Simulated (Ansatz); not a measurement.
Relaxation of diborane mono F (B2H5F) with RKS PBE-D4/def2-TZVP.

```sh
$ ansatz run in.yaml --threads 4 --pin off --events-out ev --progress --plain --max-ram 3916MiB
```

```yaml
crystal:
  periodic: [false, false, false]
  atoms:
    - {symbol: B, position_ang: [-0.132740, 0.873720, -0.200550]}
    - {symbol: F, position_ang: [-0.261260, 1.211590, -1.488750]}
    - {symbol: H, position_ang: [-0.202250, 1.754750, 0.574700]}
    - {symbol: H, position_ang: [0.963800, 0.091750, -0.022450]}
    - {symbol: B, position_ang: [0.136330, -0.877150, 0.242810]}
    - {symbol: H, position_ang: [0.194480, -1.712330, -0.575730]}
    - {symbol: H, position_ang: [0.248600, -1.176790, 1.369710]}
    - {symbol: H, position_ang: [-0.946950, -0.165540, 0.100260]}
basis:
  gaussian: {orbitals: def2-TZVP}
hamiltonian: {xc: pbe, dispersion: d4}
scf: {lower_state_search: "off"}
output: {orbitals: {seedname: orbitals}}
relax: {f_tol: 0.02, max_steps: 100}
```

Hardware: 4 threads of Arm Neoverse V2 on a shared host. Wall time 1.6 s.

Positions (Å) and forces (eV/Å) at steps 1, 2, 4 of 4:

```xyz
8
step=1 energy=-4148.2786 eV
B    -0.133    0.874   -0.201    0.102   -0.694   -0.199
F    -0.261    1.212   -1.489   -0.033   -0.027   -0.579
H    -0.202    1.755    0.575    0.023    0.172    0.674
H     0.964    0.092   -0.022    0.368   -0.099    0.126
B     0.136   -0.877    0.243   -0.170    1.006   -0.222
H     0.194   -1.712   -0.576   -0.006   -0.246   -0.637
H     0.249   -1.177    1.370    0.026    0.117    0.656
H    -0.947   -0.166    0.100   -0.310   -0.229    0.182
8
step=2 energy=-4148.3607 eV
B    -0.130    0.850   -0.211    0.040   -0.174   -0.058
F    -0.259    1.185   -1.508   -0.013   -0.006   -0.184
H    -0.193    1.712    0.611    0.003    0.052    0.199
H     0.991    0.089   -0.016    0.006   -0.070    0.077
B     0.133   -0.858    0.239   -0.070    0.363   -0.134
H     0.188   -1.679   -0.618    0.004   -0.099   -0.155
H     0.242   -1.122    1.393    0.009    0.022    0.173
H    -0.972   -0.177    0.111    0.021   -0.088    0.082
8
step=4 energy=-4148.3680 eV
B    -0.129    0.845   -0.217    0.006    0.000   -0.019
F    -0.258    1.172   -1.520    0.000   -0.003    0.015
H    -0.191    1.701    0.622   -0.002    0.000   -0.006
H     0.993    0.089   -0.002   -0.005   -0.001    0.011
B     0.130   -0.849    0.232   -0.002    0.008   -0.014
H     0.186   -1.672   -0.635    0.000    0.002    0.006
H     0.241   -1.108    1.395    0.000   -0.006   -0.005
H    -0.973   -0.179    0.125    0.004   -0.001    0.011
```
